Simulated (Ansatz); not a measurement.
Calculation: Ansatz (an electronic-structure program) with frozen-core CCSD(T)/def2-TZVPP // PBE0-D3(BJ)/def2-TZVP.

Ansatz 0.2 input:
```yaml
crystal:
  periodic: [false, false, false]
  atoms:
    - { symbol: Cl, position_ang: [0.639421, -0.000003, -0.000002] }
    - { symbol: H, position_ang: [-0.639421, 0.000003, 0.000002] }
basis:
  gaussian: { orbitals: def2-TZVPP }
correlation:
  method: ccsd_t
```

Output:

```
Functional definition: HF
322 factors; integrals over basis functions are off by at most 1.4e-3 eV
mean field evaluation 1: about -12519.5272 eV, gradient 1.1e1 eV
mean field evaluation 2: about -12519.5273 eV, gradient 1.1e1 eV
mean field evaluation 4: about -12519.9258 eV, gradient 1.2e0 eV
mean field evaluation 8: about -12519.9338 eV, gradient 1.5e-5 eV
mean field evaluation 16: about -12519.9329 eV, gradient 3.6e-1 eV
mean field -12519.93379246 eV, -460.0990805568 hartree, gradient 2.9e-6 eV, S^2 0.000000; 0 other end points of the search recorded, 0 dependent functions left out
5 core orbitals not correlated
reference -12519.93379246 eV, -460.0990805568 hartree; 4, 4 occupied and 47, 47 virtual orbitals, 322 factors
second order -5.53925805 eV of doubles, -0.00000000 eV of singles
cycle   1  -5.96028308 eV  change   -4.2e-1 eV  update   3.9e-2
cycle   2  -6.09713149 eV  change   -1.4e-1 eV  update   1.1e-2
cycle   3  -6.10229828 eV  change   -5.2e-3 eV  update   2.5e-3
cycle   4  -6.10197591 eV  change    3.2e-4 eV  update   6.6e-4
cycle   5  -6.10181856 eV  change    1.6e-4 eV  update   1.1e-4
cycle   6  -6.10181954 eV  change   -9.8e-7 eV  update   3.3e-5
cycle   7  -6.10182554 eV  change   -6.0e-6 eV  update   7.9e-6
perturbative correction -0.21572299 eV, -0.0079276735 hartree
Total energy: -12526.25134098 eV, -460.3312461829 hartree
```

Cost: roughly 0.7 core-seconds.
